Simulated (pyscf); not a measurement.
# Addition across a multiple bond or ene-type step: HO–Ga [singlet] + ethylene (H₂C=CH₂) → H₃C–CH₂–Ga=O

Gas phase, singlet surface, charge 0. Bonds broken: O2–H3. Bonds formed: Ga1–C4, H3–C5. Structures and frequencies: ωB97X-D3(BJ)/def2-SVP in PySCF. MP2 and CC: frozen core, UHF for open shells. ΔMP2 is the change of the MP2 total energy from the triple- to the quadruple-zeta basis.

Transition state (Å):

```xyz
9

Ga     0.3023    -0.1935    -0.9293
O      1.4842     1.0557    -0.6087
H      0.6462     1.0743     0.4426
C     -1.1559    -0.4532     0.4930
C     -0.4586     0.6478     1.1939
H     -1.0820    -1.4733     0.8872
H     -2.1321    -0.2637     0.0320
H      0.0084     0.3407     2.1404
H     -1.0562     1.5670     1.2734
```

One imaginary mode, 2281i cm⁻¹; descent along it reached the two sides named.

```csv
bond,change,reactant side (Å),saddle,product side
O2–H3,breaks,0.961,1.345,4.4
Ga1–C4,forms,3.2,2.053,1.935
H3–C5,forms,2.8,1.402,1.101
```

Electronic energies relative to the separated reactants (kJ/mol):

| level | barrier | reaction energy | reverse barrier |
|---|---|---|---|
| ωB97X-D3(BJ)/def2-TZVP | 292.7 | +32.5 | 260.3 |
| PBE/def2-TZVP | 228.5 | +25.6 | 202.9 |
| r²SCAN/def2-TZVP | 238.0 | +23.9 | 214.1 |
| B3LYP-D3(BJ)/def2-TZVP | 290.8 | +59.5 | 231.2 |
| PBE0-D3(BJ)/def2-TZVP | 258.5 | +33.5 | 224.9 |
| M06-2X/def2-TZVP | 297.3 | +67.0 | 230.4 |
| ωB97M-D3(BJ)/def2-TZVP | 311.7 | +64.6 | 247.1 |
| HF/def2-TZVP | 444.5 | +136.5 | 308.0 |
| MP2/def2-QZVPP | 252.0 | +5.8 | 246.2 |
| CCSD/def2-TZVPP | 315.5 | +55.8 | 259.6 |
| CCSD(T)/def2-TZVPP | 281.1 | +38.2 | 242.9 |
| CCSD(T)/def2-TZVPP + ΔMP2(QZVPP) | 281.6 | +41.6 | 239.9 |

With CCSD(T)/def2-TZVPP + ΔMP2(QZVPP) energies and thermal terms (ideal gas, 1 atm, RRHO with modes under 100 cm⁻¹ raised to 100, one conformer, R ln 2 for chiral ones without a mode under 150 cm⁻¹), in kJ/mol:

```tsv
T (K)	ΔH‡	ΔG‡	ΔH	ΔG
298	274.3	321.7	+52.3	+96.8
600	274.7	369.8	+52.7	+142.0
900	277.5	416.8	+55.5	+186.1
1200	281.0	462.7	+59.7	+229.0
```

This is the saddle that the search found; another between the same sides may lie lower. The CCSD(T) − MP2 part came from Ansatz, without density fitting, on the same reference. The frozen core leaves the outer d or s,p core shells of the metals and heavy elements correlated in the MP2 and CC values, and def2-TZVPP describes them poorly, which can shift differences by a few kcal/mol. Elements up to Kr have no core potential and no relativistic terms here.
